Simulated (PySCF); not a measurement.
SF₄: calculation against measurement

Isolated SF₄, optimised in PySCF with density fitting and no spin–orbit coupling; def2 sets carry scalar-relativistic core potentials from Rb on. All levels below give a singlet of C2v symmetry: PBE0/def2-TZVP S–F 1.553 Å (×2), S–F 1.649 Å (×2); B3LYP/def2-TZVP S–F 1.566 Å (×2), S–F 1.668 Å (×2); BP86/def2-TZVP S–F 1.588 Å (×2), S–F 1.688 Å (×2); PBE/def2-TZVP S–F 1.587 Å (×2), S–F 1.685 Å (×2); PBE0/def2-SVP S–F 1.581 Å (×2), S–F 1.658 Å (×2).

Counting electrons, sulfur keeps 2 of its valence electrons outside its bonds, so the VSEPR class is AX4E1 and the expected shape is see-saw (C2v), as computed.

**Question.** The measured dipole moment is 0.632 D (NIST CCCBDB Release 22 (SRD 101), experimental dipoles). What do the calculations give?

**Answer.** PBE0/def2-TZVP 0.61 D, B3LYP/def2-TZVP 0.71 D, BP86/def2-TZVP 0.65 D, PBE/def2-TZVP 0.64 D, PBE0/def2-SVP 0.97 D. The measured value is a vibrational average, and the basis lacks diffuse functions.
